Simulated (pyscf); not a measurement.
`[NH2][SiH]([Cl])[Cl]` + `[SiH4]` → `[SiH3][NH][SiH]([Cl])[Cl]` + `[H][H]` (four-centre exchange; singlet surface; H–N, H–Si broken, N–Si, H–H formed). Optimised with ωB97X-D3(BJ)/def2-SVP in PySCF. Energies in kcal/mol from the separated reactants.

```
level                   barrier  reaction energy
----------------------  -------  ---------------
ωB97X-D3(BJ)/def2-TZVP     46.4             -9.3
r²SCAN/def2-TZVP           44.8             -7.1
B3LYP-D3(BJ)/def2-TZVP     46.9             -7.6
M06-2X/def2-TZVP              …                …
ωB97M-D3(BJ)/def2-TZVP        …             -6.9
HF/def2-TZVP               69.3             -2.8
```

### Question
Complete the blanks.

### Answer

- M06-2X/def2-TZVP, barrier: 47.9
- M06-2X/def2-TZVP, reaction energy: -9.9
- ωB97M-D3(BJ)/def2-TZVP, barrier: 47.7

The functionals in the table span 3.1 kcal/mol in this barrier, from r²SCAN to M06-2X. This is the saddle that the search found; another between the same sides may lie lower.
